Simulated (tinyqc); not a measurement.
Inside a calculation (part 1 of 3). Method: UHF in the sto-3g basis, for BH, spin multiplicity 1. Computed by tinyqc, a small Python program that keeps every step (integrals from PySCF). Settings: charge = 0, multiplicity = 1, basis = sto-3g, energy threshold = 1e-10, iteration cap = 67, orthogonalisation = symmetric, start = core, DIIS depth = 3, DIIS from iteration = 3, method = UHF, break = 0.7. Command: `OMP_NUM_THREADS=1 python tinyqc.py 28251 28252 out.jsonl` (the two numbers bound the seeds that draw the settings). One thread of a shared host (Intel(R) Xeon(R) Processor @ 2.60GHz), about 0.1 s of CPU time with the checks. Later iterations appear only in the table of the cycle.

## One-electron integrals

Geometry (angstrom):
```
atom         x         y         z
B     0.000000  0.000000  0.000000
H     0.000000  0.000000  1.628000
```

Basis sto-3g: exponents (1/bohr^2) and contraction coefficients of normalised primitives:
```
element  l (shell)   exponent  coefficient
B            s (1)  48.791113     0.154329
B            s (1)   8.887362     0.535328
B            s (1)   2.405267     0.444635
B            s (2)   2.236956    -0.099967
B            s (2)   0.519821     0.399513
B            s (2)   0.169062     0.700115
B            p (3)   2.236956     0.155916
B            p (3)   0.519821     0.607684
B            p (3)   0.169062     0.391957
H            s (1)   3.425251     0.154329
H            s (1)   0.623914     0.535328
H            s (1)   0.168855     0.444635
```

Overlap, kinetic and nuclear-attraction integrals over the contracted functions; the nuclear repulsion is the sum of Za Zb / Rab.

nuclear repulsion = 1.62523713 hartree

overlap S, order 1B 1s, 1B 2s, 1B 2px, 1B 2py, 1B 2pz, 2H 1s:
$$\begin{pmatrix}
1.000000 & 0.269328 & 0.000000 & 0.000000 & 0.000000 & 0.025032 \\
0.269328 & 1.000000 & 0.000000 & 0.000000 & 0.000000 & 0.278667 \\
0.000000 & 0.000000 & 1.000000 & 0.000000 & 0.000000 & 0.000000 \\
0.000000 & 0.000000 & 0.000000 & 1.000000 & 0.000000 & 0.000000 \\
0.000000 & 0.000000 & 0.000000 & 0.000000 & 1.000000 & 0.327089 \\
0.025032 & 0.278667 & 0.000000 & 0.000000 & 0.327089 & 1.000000
\end{pmatrix}$$

kinetic energy T (hartree), order 1B 1s, 1B 2s, 1B 2px, 1B 2py, 1B 2pz, 2H 1s:
$$\begin{pmatrix}
10.826302 & -0.047967 & 0.000000 & 0.000000 & 0.000000 & -0.007192 \\
-0.047967 & 0.359168 & 0.000000 & 0.000000 & 0.000000 & 0.014992 \\
0.000000 & 0.000000 & 1.123881 & 0.000000 & 0.000000 & 0.000000 \\
0.000000 & 0.000000 & 0.000000 & 1.123881 & 0.000000 & 0.000000 \\
0.000000 & 0.000000 & 0.000000 & 0.000000 & 1.123881 & 0.071925 \\
-0.007192 & 0.014992 & 0.000000 & 0.000000 & 0.071925 & 0.760032
\end{pmatrix}$$

nuclear attraction V (hartree), order 1B 1s, 1B 2s, 1B 2px, 1B 2py, 1B 2pz, 2H 1s:
$$\begin{pmatrix}
-23.472436 & -3.226907 & 0.000000 & 0.000000 & -0.009929 & -0.301641 \\
-3.226907 & -4.094818 & 0.000000 & 0.000000 & -0.098103 & -0.904885 \\
0.000000 & 0.000000 & -4.043696 & 0.000000 & 0.000000 & 0.000000 \\
0.000000 & 0.000000 & 0.000000 & -4.043696 & 0.000000 & 0.000000 \\
-0.009929 & -0.098103 & 0.000000 & 0.000000 & -4.105677 & -0.995926 \\
-0.301641 & -0.904885 & 0.000000 & 0.000000 & -0.995926 & -2.848107
\end{pmatrix}$$

core Hamiltonian H = T + V (hartree), order 1B 1s, 1B 2s, 1B 2px, 1B 2py, 1B 2pz, 2H 1s:
$$\begin{pmatrix}
-12.646133 & -3.274874 & 0.000000 & 0.000000 & -0.009929 & -0.308833 \\
-3.274874 & -3.735650 & 0.000000 & 0.000000 & -0.098103 & -0.889894 \\
0.000000 & 0.000000 & -2.919815 & 0.000000 & 0.000000 & 0.000000 \\
0.000000 & 0.000000 & 0.000000 & -2.919815 & 0.000000 & 0.000000 \\
-0.009929 & -0.098103 & 0.000000 & 0.000000 & -2.981796 & -0.924002 \\
-0.308833 & -0.889894 & 0.000000 & 0.000000 & -0.924002 & -2.088075
\end{pmatrix}$$

## Two-electron integrals

Functions are numbered as in S; the eight-fold symmetry (ij|kl) = (ji|kl) = (kl|ij) leaves the list below.

Two-electron integrals (ij|kl) in chemists' order, unique and non-zero (hartree):
```
(11|11) 2.923513   (21|11) 0.518376   (21|21) 0.109262   (22|11) 0.744229
(22|21) 0.193177   (22|22) 0.544804   (31|31) 0.020264   (32|31) 0.029996
(32|32) 0.120346   (33|11) 0.742491   (33|21) 0.193240   (33|22) 0.544682
(33|33) 0.586773   (41|41) 0.020264   (42|41) 0.029996   (42|42) 0.120346
(43|43) 0.031630   (44|11) 0.742491   (44|21) 0.193240   (44|22) 0.544682
(44|33) 0.523513   (44|44) 0.586773   (51|51) 0.020264   (52|51) 0.029996
(52|52) 0.120346   (53|53) 0.031630   (54|54) 0.031630   (55|11) 0.742491
(55|21) 0.193240   (55|22) 0.544682   (55|33) 0.523513   (55|44) 0.523513
(55|55) 0.586773   (61|11) 0.047945   (61|21) 0.010073   (61|22) 0.017885
(61|33) 0.017812   (61|44) 0.017812   (61|51) 0.000700   (61|52) 0.001305
(61|55) 0.018042   (61|61) 0.000955   (62|11) 0.143131   (62|21) 0.037888
(62|22) 0.121431   (62|33) 0.117756   (62|44) 0.117756   (62|51) 0.004096
(62|52) 0.027407   (62|55) 0.128653   (62|61) 0.003724   (62|62) 0.041785
(63|31) 0.003359   (63|32) 0.016683   (63|53) 0.004803   (63|63) 0.003940
(64|41) 0.003359   (64|42) 0.016683   (64|54) 0.004803   (64|64) 0.003940
(65|11) 0.146809   (65|21) 0.039309   (65|22) 0.132705   (65|33) 0.125977
(65|44) 0.125977   (65|51) 0.006850   (65|52) 0.043067   (65|55) 0.146005
(65|61) 0.003998   (65|62) 0.052967   (65|65) 0.069707   (66|11) 0.324204
(66|21) 0.087246   (66|22) 0.317335   (66|33) 0.300724   (66|44) 0.300724
(66|51) 0.009670   (66|52) 0.089190   (66|55) 0.350075   (66|61) 0.008629
(66|62) 0.150750   (66|65) 0.205615   (66|66) 0.774606
```

## Orthogonalisation

S = U s U^T; symmetric (Loewdin) form X = U s^(-1/2) U^T, so that X^T S X = 1.

eigenvalues of S: [0.538173, 0.802974, 1.000000, 1.000000, 1.177003, 1.481850]

X, order 1B 1s, 1B 2s, 1B 2px, 1B 2py, 1B 2pz, 2H 1s:
$$\begin{pmatrix}
1.029549 & -0.146288 & 0.000000 & 0.000000 & -0.005802 & 0.019620 \\
-0.146288 & 1.065018 & 0.000000 & 0.000000 & 0.041111 & -0.163204 \\
0.000000 & 0.000000 & 1.000000 & 0.000000 & 0.000000 & 0.000000 \\
0.000000 & 0.000000 & 0.000000 & 1.000000 & 0.000000 & 0.000000 \\
-0.005802 & 0.041111 & 0.000000 & 0.000000 & 1.046588 & -0.185956 \\
0.019620 & -0.163204 & 0.000000 & 0.000000 & -0.185956 & 1.081169
\end{pmatrix}$$

## Starting guess

The start is the orbitals of the core Hamiltonian, with HOMO and LUMO mixed by +/-0.7 rad for the two spins; D(s) = C_occ C_occ^T for each spin.

D(alpha) at the start, order 1B 1s, 1B 2s, 1B 2px, 1B 2py, 1B 2pz, 2H 1s:
$$\begin{pmatrix}
1.073453 & -0.273123 & -0.006323 & 0.062197 & -0.056846 & 0.023765 \\
-0.273123 & 1.013718 & 0.024685 & -0.242811 & 0.226160 & -0.081002 \\
-0.006323 & 0.024685 & 0.004245 & -0.041760 & -0.044127 & 0.002185 \\
0.062197 & -0.242811 & -0.041760 & 0.410771 & 0.434054 & -0.021493 \\
-0.056846 & 0.226160 & -0.044127 & 0.434054 & 0.726524 & -0.074682 \\
0.023765 & -0.081002 & 0.002185 & -0.021493 & -0.074682 & 0.011218
\end{pmatrix}$$

D(beta) at the start, order 1B 1s, 1B 2s, 1B 2px, 1B 2py, 1B 2pz, 2H 1s:
$$\begin{pmatrix}
1.073453 & -0.273123 & 0.006323 & -0.062197 & -0.056846 & 0.023765 \\
-0.273123 & 1.013718 & -0.024685 & 0.242811 & 0.226160 & -0.081002 \\
0.006323 & -0.024685 & 0.004245 & -0.041760 & 0.044127 & -0.002185 \\
-0.062197 & 0.242811 & -0.041760 & 0.410771 & -0.434054 & 0.021493 \\
-0.056846 & 0.226160 & 0.044127 & -0.434054 & 0.726524 & -0.074682 \\
0.023765 & -0.081002 & -0.002185 & 0.021493 & -0.074682 & 0.011218
\end{pmatrix}$$

## Iteration 1: building the Fock matrix

J_ij = sum D_kl (ij|kl) with D = D(alpha) + D(beta), K_ij = sum D_kl (ik|jl) for each spin; F = H + J - K(s); E = tr D H + tr D J / 2 - 0.5 sum_s tr D(s) K(s) + E_nn.

Coulomb J (hartree), order 1B 1s, 1B 2s, 1B 2px, 1B 2py, 1B 2pz, 2H 1s:
$$\begin{pmatrix}
8.835832 & 1.805271 & 0.000000 & 0.000000 & 0.019438 & 0.168095 \\
1.805271 & 3.664687 & 0.000000 & 0.000000 & 0.082428 & 0.795008 \\
0.000000 & 0.000000 & 3.615668 & -0.005283 & 0.000000 & 0.000000 \\
0.000000 & 0.000000 & -0.005283 & 3.667101 & 0.000000 & 0.000000 \\
0.019438 & 0.082428 & 0.000000 & 0.000000 & 3.698665 & 0.862419 \\
0.168095 & 0.795008 & 0.000000 & 0.000000 & 0.862419 & 1.988801
\end{pmatrix}$$

exchange K(alpha) (hartree), order 1B 1s, 1B 2s, 1B 2px, 1B 2py, 1B 2pz, 2H 1s:
$$\begin{pmatrix}
2.989540 & 0.552175 & 0.000734 & -0.007218 & 0.005529 & 0.055268 \\
0.552175 & 0.679926 & 0.015298 & -0.150481 & 0.113544 & 0.154938 \\
0.000734 & 0.015298 & 0.162610 & -0.023183 & -0.024211 & -0.001921 \\
-0.007218 & -0.150481 & -0.023183 & 0.388290 & 0.238151 & 0.018891 \\
0.005529 & 0.113544 & -0.024211 & 0.238151 & 0.539118 & 0.132316 \\
0.055268 & 0.154938 & -0.001921 & 0.018891 & 0.132316 & 0.071099
\end{pmatrix}$$

exchange K(beta) (hartree), order 1B 1s, 1B 2s, 1B 2px, 1B 2py, 1B 2pz, 2H 1s:
$$\begin{pmatrix}
2.989540 & 0.552175 & -0.000734 & 0.007218 & 0.005529 & 0.055268 \\
0.552175 & 0.679926 & -0.015298 & 0.150481 & 0.113544 & 0.154938 \\
-0.000734 & -0.015298 & 0.162610 & -0.023183 & 0.024211 & 0.001921 \\
0.007218 & 0.150481 & -0.023183 & 0.388290 & -0.238151 & -0.018891 \\
0.005529 & 0.113544 & 0.024211 & -0.238151 & 0.539118 & 0.132316 \\
0.055268 & 0.154938 & 0.001921 & -0.018891 & 0.132316 & 0.071099
\end{pmatrix}$$

F(alpha) (hartree), order 1B 1s, 1B 2s, 1B 2px, 1B 2py, 1B 2pz, 2H 1s:
$$\begin{pmatrix}
-6.799840 & -2.021778 & -0.000734 & 0.007218 & 0.003981 & -0.196006 \\
-2.021778 & -0.750889 & -0.015298 & 0.150481 & -0.129218 & -0.249824 \\
-0.000734 & -0.015298 & 0.533242 & 0.017899 & 0.024211 & 0.001921 \\
0.007218 & 0.150481 & 0.017899 & 0.358995 & -0.238151 & -0.018891 \\
0.003981 & -0.129218 & 0.024211 & -0.238151 & 0.177752 & -0.193899 \\
-0.196006 & -0.249824 & 0.001921 & -0.018891 & -0.193899 & -0.170373
\end{pmatrix}$$

F(beta) (hartree), order 1B 1s, 1B 2s, 1B 2px, 1B 2py, 1B 2pz, 2H 1s:
$$\begin{pmatrix}
-6.799840 & -2.021778 & 0.000734 & -0.007218 & 0.003981 & -0.196006 \\
-2.021778 & -0.750889 & 0.015298 & -0.150481 & -0.129218 & -0.249824 \\
0.000734 & 0.015298 & 0.533242 & 0.017899 & -0.024211 & -0.001921 \\
-0.007218 & -0.150481 & 0.017899 & 0.358995 & 0.238151 & 0.018891 \\
0.003981 & -0.129218 & -0.024211 & 0.238151 & 0.177752 & -0.193899 \\
-0.196006 & -0.249824 & -0.001921 & 0.018891 & -0.193899 & -0.170373
\end{pmatrix}$$

total energy of this density = -24.08550774 hartree

## Iteration 1: diagonalisation and new density

Diagonalise F' = X^T F X, C = X C', fill 3 alpha and 3 beta electrons from the bottom; D(s) = C_occ C_occ^T. Each column has its largest component positive (the first on a tie).

F' = X^T F X (alpha) (hartree):
$$\begin{pmatrix}
-6.621470 & -1.094785 & 0.001380 & -0.013571 & 0.007849 & 0.006393 \\
-1.094785 & -0.302752 & -0.015504 & 0.152501 & -0.076142 & -0.162403 \\
0.001380 & -0.015504 & 0.533242 & 0.017899 & 0.024357 & 0.000057 \\
-0.013571 & 0.152501 & 0.017899 & 0.358995 & -0.239589 & -0.000556 \\
0.007849 & -0.076142 & 0.024357 & -0.239589 & 0.255977 & -0.217779 \\
0.006393 & -0.162403 & 0.000057 & -0.000556 & -0.217779 & -0.052735
\end{pmatrix}$$

orbital energies (alpha) (hartree): MO1 -6.805864, MO2 -0.322383, MO3 -0.073016, MO4 0.229577, MO5 0.535062, MO6 0.607881

coefficients C (alpha), order 1B 1s, 1B 2s, 1B 2px, 1B 2py, 1B 2pz, 2H 1s:
$$\begin{pmatrix}
0.990989 & -0.203525 & -0.194881 & 0.133539 & 0.000000 & -0.049981 \\
0.032206 & 0.628576 & 0.695510 & -0.532140 & 0.000000 & 0.144698 \\
0.000167 & 0.003724 & 0.049249 & 0.048775 & 0.994872 & -0.073560 \\
-0.001644 & -0.036634 & -0.484435 & -0.479779 & 0.101141 & 0.723574 \\
0.001303 & 0.243102 & -0.406085 & -0.653725 & 0.000000 & -0.693029 \\
-0.004567 & 0.546794 & -0.446545 & 0.812719 & 0.000000 & 0.267598
\end{pmatrix}$$

F' = X^T F X (beta) (hartree):
$$\begin{pmatrix}
-6.621470 & -1.094785 & -0.001380 & 0.013571 & 0.007849 & 0.006393 \\
-1.094785 & -0.302752 & 0.015504 & -0.152501 & -0.076142 & -0.162403 \\
-0.001380 & 0.015504 & 0.533242 & 0.017899 & -0.024357 & -0.000057 \\
0.013571 & -0.152501 & 0.017899 & 0.358995 & 0.239589 & 0.000556 \\
0.007849 & -0.076142 & -0.024357 & 0.239589 & 0.255977 & -0.217779 \\
0.006393 & -0.162403 & -0.000057 & 0.000556 & -0.217779 & -0.052735
\end{pmatrix}$$

orbital energies (beta) (hartree): MO1 -6.805864, MO2 -0.322383, MO3 -0.073016, MO4 0.229577, MO5 0.535062, MO6 0.607881

coefficients C (beta), order 1B 1s, 1B 2s, 1B 2px, 1B 2py, 1B 2pz, 2H 1s:
$$\begin{pmatrix}
0.990989 & -0.203525 & -0.194881 & 0.133539 & 0.000000 & 0.049981 \\
0.032206 & 0.628576 & 0.695510 & -0.532140 & 0.000000 & -0.144698 \\
-0.000167 & -0.003724 & -0.049249 & -0.048775 & 0.994872 & -0.073560 \\
0.001644 & 0.036634 & 0.484435 & 0.479779 & 0.101141 & 0.723574 \\
0.001303 & 0.243102 & -0.406085 & -0.653725 & 0.000000 & 0.693029 \\
-0.004567 & 0.546794 & -0.446545 & 0.812719 & 0.000000 & -0.267598
\end{pmatrix}$$

D(alpha) after iteration 1, order 1B 1s, 1B 2s, 1B 2px, 1B 2py, 1B 2pz, 2H 1s:
$$\begin{pmatrix}
1.061459 & -0.231557 & -0.010190 & 0.100234 & 0.030952 & -0.028789 \\
-0.231557 & 0.879879 & 0.036599 & -0.360010 & -0.129586 & 0.032978 \\
-0.010190 & 0.036599 & 0.002439 & -0.023995 & -0.019094 & -0.019956 \\
0.100234 & -0.360010 & -0.023995 & 0.236022 & 0.187814 & 0.196298 \\
0.030952 & -0.129586 & -0.019094 & 0.187814 & 0.224005 & 0.314256 \\
-0.028789 & 0.032978 & -0.019956 & 0.196298 & 0.314256 & 0.498407
\end{pmatrix}$$

D(beta) after iteration 1, order 1B 1s, 1B 2s, 1B 2px, 1B 2py, 1B 2pz, 2H 1s:
$$\begin{pmatrix}
1.061459 & -0.231557 & 0.010190 & -0.100234 & 0.030952 & -0.028789 \\
-0.231557 & 0.879879 & -0.036599 & 0.360010 & -0.129586 & 0.032978 \\
0.010190 & -0.036599 & 0.002439 & -0.023995 & 0.019094 & 0.019956 \\
-0.100234 & 0.360010 & -0.023995 & 0.236022 & -0.187814 & -0.196298 \\
0.030952 & -0.129586 & 0.019094 & -0.187814 & 0.224005 & 0.314256 \\
-0.028789 & 0.032978 & 0.019956 & -0.196298 & 0.314256 & 0.498407
\end{pmatrix}$$

## Iteration 2: building the Fock matrix

As before.

Coulomb J (hartree), order 1B 1s, 1B 2s, 1B 2px, 1B 2py, 1B 2pz, 2H 1s:
$$\begin{pmatrix}
8.243736 & 1.658168 & 0.000000 & 0.000000 & 0.005671 & 0.153924 \\
1.658168 & 3.360626 & 0.000000 & 0.000000 & 0.087841 & 0.804485 \\
0.000000 & 0.000000 & 3.311900 & -0.003036 & 0.000000 & 0.000000 \\
0.000000 & 0.000000 & -0.003036 & 3.341453 & 0.000000 & 0.000000 \\
0.005671 & 0.087841 & 0.000000 & 0.000000 & 3.415713 & 0.911911 \\
0.153924 & 0.804485 & 0.000000 & 0.000000 & 0.911911 & 2.470598
\end{pmatrix}$$

exchange K(alpha) (hartree), order 1B 1s, 1B 2s, 1B 2px, 1B 2py, 1B 2pz, 2H 1s:
$$\begin{pmatrix}
2.967451 & 0.537431 & -0.000025 & 0.000243 & 0.001589 & 0.052265 \\
0.537431 & 0.605411 & 0.019382 & -0.190650 & 0.005125 & 0.227788 \\
-0.000025 & 0.019382 & 0.135378 & -0.013320 & -0.013210 & -0.003872 \\
0.000243 & -0.190650 & -0.013320 & 0.265050 & 0.129936 & 0.038090 \\
0.001589 & 0.005125 & -0.013210 & 0.129936 & 0.381444 & 0.274670 \\
0.052265 & 0.227788 & -0.003872 & 0.038090 & 0.274670 & 0.563876
\end{pmatrix}$$

exchange K(beta) (hartree), order 1B 1s, 1B 2s, 1B 2px, 1B 2py, 1B 2pz, 2H 1s:
$$\begin{pmatrix}
2.967451 & 0.537431 & 0.000025 & -0.000243 & 0.001589 & 0.052265 \\
0.537431 & 0.605411 & -0.019382 & 0.190650 & 0.005125 & 0.227788 \\
0.000025 & -0.019382 & 0.135378 & -0.013320 & 0.013210 & 0.003872 \\
-0.000243 & 0.190650 & -0.013320 & 0.265050 & -0.129936 & -0.038090 \\
0.001589 & 0.005125 & 0.013210 & -0.129936 & 0.381444 & 0.274670 \\
0.052265 & 0.227788 & 0.003872 & -0.038090 & 0.274670 & 0.563876
\end{pmatrix}$$

F(alpha) (hartree), order 1B 1s, 1B 2s, 1B 2px, 1B 2py, 1B 2pz, 2H 1s:
$$\begin{pmatrix}
-7.369848 & -2.154137 & 0.000025 & -0.000243 & -0.005847 & -0.207174 \\
-2.154137 & -0.980435 & -0.019382 & 0.190650 & -0.015387 & -0.313197 \\
0.000025 & -0.019382 & 0.256707 & 0.010285 & 0.013210 & 0.003872 \\
-0.000243 & 0.190650 & 0.010285 & 0.156587 & -0.129936 & -0.038090 \\
-0.005847 & -0.015387 & 0.013210 & -0.129936 & 0.052472 & -0.286761 \\
-0.207174 & -0.313197 & 0.003872 & -0.038090 & -0.286761 & -0.181352
\end{pmatrix}$$

F(beta) (hartree), order 1B 1s, 1B 2s, 1B 2px, 1B 2py, 1B 2pz, 2H 1s:
$$\begin{pmatrix}
-7.369848 & -2.154137 & -0.000025 & 0.000243 & -0.005847 & -0.207174 \\
-2.154137 & -0.980435 & 0.019382 & -0.190650 & -0.015387 & -0.313197 \\
-0.000025 & 0.019382 & 0.256707 & 0.010285 & -0.013210 & -0.003872 \\
0.000243 & -0.190650 & 0.010285 & 0.156587 & 0.129936 & 0.038090 \\
-0.005847 & -0.015387 & -0.013210 & 0.129936 & 0.052472 & -0.286761 \\
-0.207174 & -0.313197 & -0.003872 & 0.038090 & -0.286761 & -0.181352
\end{pmatrix}$$

total energy of this density = -24.68804502 hartree

## Iteration 2: diagonalisation and new density

As before.

F' = X^T F X (alpha) (hartree):
$$\begin{pmatrix}
-7.190469 & -1.123974 & 0.002860 & -0.028133 & -0.021967 & 0.015449 \\
-1.123974 & -0.501748 & -0.020735 & 0.203956 & 0.067026 & -0.227285 \\
0.002860 & -0.020735 & 0.256707 & 0.010285 & 0.012308 & 0.004894 \\
-0.028133 & 0.203956 & 0.010285 & 0.156587 & -0.121067 & -0.048139 \\
-0.021967 & 0.067026 & 0.012308 & -0.121067 & 0.165034 & -0.323260 \\
0.015449 & -0.227285 & 0.004894 & -0.048139 & -0.323260 & -0.009176
\end{pmatrix}$$

orbital energies (alpha) (hartree): MO1 -7.374374, MO2 -0.483646, MO3 -0.262912, MO4 0.257752, MO5 0.277531, MO6 0.462585

coefficients C (alpha), order 1B 1s, 1B 2s, 1B 2px, 1B 2py, 1B 2pz, 2H 1s:
$$\begin{pmatrix}
0.992452 & -0.260527 & 0.093256 & 0.000000 & -0.110674 & -0.089493 \\
0.027210 & 0.854864 & -0.377124 & 0.000000 & 0.400758 & 0.386816 \\
0.000065 & 0.023034 & -0.039582 & 0.994872 & -0.090097 & 0.003845 \\
-0.000643 & -0.226570 & 0.389352 & 0.101141 & 0.886234 & -0.037817 \\
0.001989 & 0.044521 & 0.525392 & 0.000000 & -0.180776 & 0.906062 \\
-0.004065 & 0.326536 & 0.596940 & 0.000000 & -0.215019 & -0.849302
\end{pmatrix}$$

F' = X^T F X (beta) (hartree):
$$\begin{pmatrix}
-7.190469 & -1.123974 & -0.002860 & 0.028133 & -0.021967 & 0.015449 \\
-1.123974 & -0.501748 & 0.020735 & -0.203956 & 0.067026 & -0.227285 \\
-0.002860 & 0.020735 & 0.256707 & 0.010285 & -0.012308 & -0.004894 \\
0.028133 & -0.203956 & 0.010285 & 0.156587 & 0.121067 & 0.048139 \\
-0.021967 & 0.067026 & -0.012308 & 0.121067 & 0.165034 & -0.323260 \\
0.015449 & -0.227285 & -0.004894 & 0.048139 & -0.323260 & -0.009176
\end{pmatrix}$$

orbital energies (beta) (hartree): MO1 -7.374374, MO2 -0.483646, MO3 -0.262912, MO4 0.257752, MO5 0.277531, MO6 0.462585

coefficients C (beta), order 1B 1s, 1B 2s, 1B 2px, 1B 2py, 1B 2pz, 2H 1s:
$$\begin{pmatrix}
0.992452 & -0.260527 & 0.093256 & 0.000000 & 0.110674 & -0.089493 \\
0.027210 & 0.854864 & -0.377124 & 0.000000 & -0.400758 & 0.386816 \\
-0.000065 & -0.023034 & 0.039582 & 0.994872 & -0.090097 & -0.003845 \\
0.000643 & 0.226570 & -0.389352 & 0.101141 & 0.886234 & 0.037817 \\
0.001989 & 0.044521 & 0.525392 & 0.000000 & 0.180776 & 0.906062 \\
-0.004065 & 0.326536 & 0.596940 & 0.000000 & 0.215019 & -0.849302
\end{pmatrix}$$

D(alpha) after iteration 2, order 1B 1s, 1B 2s, 1B 2px, 1B 2py, 1B 2pz, 2H 1s:
$$\begin{pmatrix}
1.061532 & -0.230879 & -0.009627 & 0.094699 & 0.039371 & -0.033437 \\
-0.230879 & 0.873755 & 0.034620 & -0.340538 & -0.160024 & 0.053913 \\
-0.009627 & 0.034620 & 0.002097 & -0.020630 & -0.019771 & -0.016107 \\
0.094699 & -0.340538 & -0.020630 & 0.202929 & 0.194474 & 0.158439 \\
0.039371 & -0.160024 & -0.019771 & 0.194474 & 0.278023 & 0.328158 \\
-0.033437 & 0.053913 & -0.016107 & 0.158439 & 0.328158 & 0.462980
\end{pmatrix}$$

D(beta) after iteration 2, order 1B 1s, 1B 2s, 1B 2px, 1B 2py, 1B 2pz, 2H 1s:
$$\begin{pmatrix}
1.061532 & -0.230879 & 0.009627 & -0.094699 & 0.039371 & -0.033437 \\
-0.230879 & 0.873755 & -0.034620 & 0.340538 & -0.160024 & 0.053913 \\
0.009627 & -0.034620 & 0.002097 & -0.020630 & 0.019771 & 0.016107 \\
-0.094699 & 0.340538 & -0.020630 & 0.202929 & -0.194474 & -0.158439 \\
0.039371 & -0.160024 & 0.019771 & -0.194474 & 0.278023 & 0.328158 \\
-0.033437 & 0.053913 & 0.016107 & -0.158439 & 0.328158 & 0.462980
\end{pmatrix}$$
